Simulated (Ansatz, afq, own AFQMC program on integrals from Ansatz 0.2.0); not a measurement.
## Atomization energy of N$_{2}$, singlet

```json
{"atom": "N", "x (Å)": "0.0000", "y (Å)": "0.0000", "z (Å)": "0.0000"}
{"atom": "N", "x (Å)": "0.0000", "y (Å)": "0.0000", "z (Å)": "1.0895"}
```

Atoms in their ground-state spins without spin–orbit coupling (mostly on UHF) minus the molecule (RHF), without zero-point energy. The geometry is a stationary point, not shown to be a minimum.

Basis 6-31G. Only valence electrons are correlated. Ansatz 0.2.0 and our own AFQMC program on the same integrals; the CISD trial comes from CCSD amplitudes, and released means the phaseless constraint is let go. Uncertainties: one standard error, sampling alone. The errors of all members are added in quadrature.

Full CI on the same integrals is exact in this basis and with this determinant's frozen core.

Errors are counted within 6-31G, not against nature.

```tsv
level	atomization energy (kJ/mol)
MP2	730.6
CCSD	667.5
```

Question: From these cheaper values, estimate the atomization energy at the reference level in 6-31G.

Answer: 690.3 kJ/mol (full CI in 6-31G).

```tsv
level	atomization energy (kJ/mol)	error against FCI (kJ/mol)
HF	257.3	-433.1
CCSD(T)	685.9	-4.4
CCSDT	685.6	-4.8
CCSDT(Q)	690.5	0.2
CCSDTQ	689.8	-0.5
ph-AFQMC/HF	689.0 ± 6.2	-1.4 ± 6.2
ph-AFQMC/CISD	687.8 ± 1.2	-2.5 ± 1.2
released AFQMC	689.5 ± 0.9	-0.8 ± 0.9
```

Correlation beyond CCSD(T) adds 4.4 kJ/mol. The perturbative (T) step is worth +18.5 kJ/mol.

CCSDT and higher add their correlation energy to the determinant of the CCSD(T) run, since their own runs factorise the integrals more tightly (a shift of under 2 meV). A walk keeps the symmetry of its determinant, which the program's search chose and which needn't be the lowest solution, so a lower state of the same spin and another symmetry isn't excluded. Released energies are given only where the last usable release times agree within the noise; a slower fall can still hide under it.
